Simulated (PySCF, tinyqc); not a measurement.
Inside a calculation. Method: RHF in the sto-3g basis, for LiH, spin multiplicity 1. This run ends on a higher stationary point, not on the lowest solution. The lowest restricted solution is unstable here: a spin-polarised one lies 0.0102 hartree lower (PySCF). Computed by tinyqc, a small Python program that keeps every step (integrals from PySCF). Settings: charge = 0, multiplicity = 1, basis = sto-3g, energy threshold = 1e-10, iteration cap = 51, orthogonalisation = symmetric, start = highest core orbitals, DIIS depth = 8, damping = 0.7, shift = 1.0, method = RHF. Command: `OMP_NUM_THREADS=1 python tinyqc.py 31569 31570 out.jsonl` (the two numbers bound the seeds that draw the settings). One thread of a shared host (Intel(R) Xeon(R) Processor @ 2.60GHz), about 0.09 s of CPU time with the checks.

Geometry (angstrom):
```
atom,x,y,z
Li,0.00000,0.00000,0.00000
H,0.00000,0.00000,2.28500
```

Stop when the energy changes by less than 1e-10 hartree and every element of the error matrix X^T (F D S - S D F) X is below 3e-06.

Course of the cycle:
```
iteration,E (hartree),change,largest element of the error matrix
1,-1.7758199,-,1.11e-01
2,-3.5637653,-1.79e+00,4.97e-02
3,-4.7298521,-1.17e+00,9.73e-02
4,-5.5042396,-7.74e-01,9.88e-02
5,-6.0271401,-5.23e-01,8.40e-02
6,-6.3838543,-3.57e-01,6.61e-02
7,-6.6291534,-2.45e-01,4.98e-02
8,-6.7987400,-1.70e-01,3.66e-02
9,-6.9164299,-1.18e-01,2.98e-02
10,-6.9983230,-8.19e-02,2.48e-02
11,-7.0554141,-5.71e-02,2.06e-02
12,-7.0952665,-3.99e-02,1.70e-02
13,-7.1231105,-2.78e-02,1.40e-02
14,-7.1425767,-1.95e-02,1.15e-02
...,...,...,...
38,-7.1879207,-3.72e-06,5.26e-05
39,-7.1879233,-2.61e-06,4.16e-05
40,-7.1879252,-1.82e-06,3.30e-05
41,-7.1879264,-1.28e-06,2.61e-05
42,-7.1879273,-8.94e-07,2.07e-05
43,-7.1879280,-6.26e-07,1.64e-05
44,-7.1879284,-4.38e-07,1.30e-05
45,-7.1879287,-3.07e-07,1.03e-05
46,-7.1879289,-2.15e-07,8.11e-06
47,-7.1879291,-1.50e-07,6.42e-06
48,-7.1879292,-1.05e-07,5.08e-06
49,-7.1879292,-7.36e-08,4.02e-06
50,-7.1879293,-5.15e-08,3.18e-06
51,-7.1879293,-3.60e-08,2.52e-06
```

Can the last value be used, and what does the course show?

Not by the stop rule, although the second column moves by less than 1e-07 over the last three steps. Not converged within the cap of 51 iterations: the residual falls steadily but slowly, by a factor of about 0.79 a step. Reruns (cap 100 unless said): DIIS 8: converged in 18; damping 0.5: converged in 37 to a higher stationary point; level shift 0.5: converged in 12 to a higher stationary point; atomic densities as start, DIIS 8: converged in 9; the original settings with a cap of 400: converged in 321. PySCF RHF in the same basis = -7.7976518 hartree.
